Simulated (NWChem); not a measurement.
**NWChem input wanted**

BHO2: 4 atoms, total charge 0, spin state singlet. SMILES: `O=BO`. The coordinates come from a PBE0-D4/def2-TZVP relaxation.

| atom | x (Å) | y (Å) | z (Å) |
| --- | --- | --- | --- |
| O | -1.5551 | 0.5235 | 0.4285 |
| B | -0.4239 | 0.1320 | 0.2486 |
| O | 0.8167 | -0.3020 | 0.1086 |
| H | 1.1623 | -0.3535 | -0.7857 |

Settings wanted:

```json
{"task": "gradient", "method": "HF", "basis set": "def2-TZVPP", "reference": "RHF", "relativity": "none", "SCF convergence threshold": "1e-08", "iteration cap": "80", "symmetry": "none", "module": "scf"}
```

Write the NWChem 7.3.0 input and the command.

This one ran through:

mymol.nw:
```
echo
start mymol
title "BHO2 gradient"
memory total 2200 mb

geometry noautosym nocenter noautoz
  O     -1.555100     0.523500     0.428500
  B     -0.423900     0.132000     0.248600
  O      0.816700    -0.302000     0.108600
  H      1.162300    -0.353500    -0.785700
end

basis spherical bse
  O library def2-TZVPP
  B library def2-TZVPP
  H library def2-TZVPP
end

scf
  thresh 1e-08
  maxiter 80
  print low
end

task scf gradient
```

```bash
$ nwchem mymol.nw > mymol.out
```

Calculated total energy: -175.16093 Eh, largest force 1.766 eV/Å. The shape isn't stationary at this level (largest force 1.8 eV/Å).
